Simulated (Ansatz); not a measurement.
Species: methanidylidynesulfanium, CS, net charge 0, singlet state. SMILES: [C-]#[S+]
Geometry: optimised at B3LYP-D3(BJ)/def2-TZVP (Ansatz, an electronic-structure program).

Wanted: vertical ionisation energy to the doublet, in eV. Terms: non-relativistic; spin-orbit terms left out; open shells spin-unrestricted; each state is the SCF solution reached for its charge and spin; six Cartesian d functions in 6-31G* and its kin unless marked 5d. Ab initio and DFT rows: single points at B3LYP-D3(BJ) geometries (Ansatz).

| species | coefficient | E at B3LYP/6-31G* (Ansatz), Eh | E at PBE0/def2-TZVPD (Ansatz), Eh |
|---|---|---|---|
| charge 1, doublet | +1 | -435.78996 | -435.63022 |
| charge 0, singlet | -1 | -436.20906 | -436.04756 |

 1 Eh = 27.2114 eV.

Work the quantity out at each level.


- B3LYP/6-31G*: the sum of coefficient times E is 0.41910 Eh, or 11.404 eV. Result: 11.40 eV.
- PBE0/def2-TZVPD: the sum of coefficient times E is 0.41734 Eh, or 11.356 eV. Result: 11.36 eV.
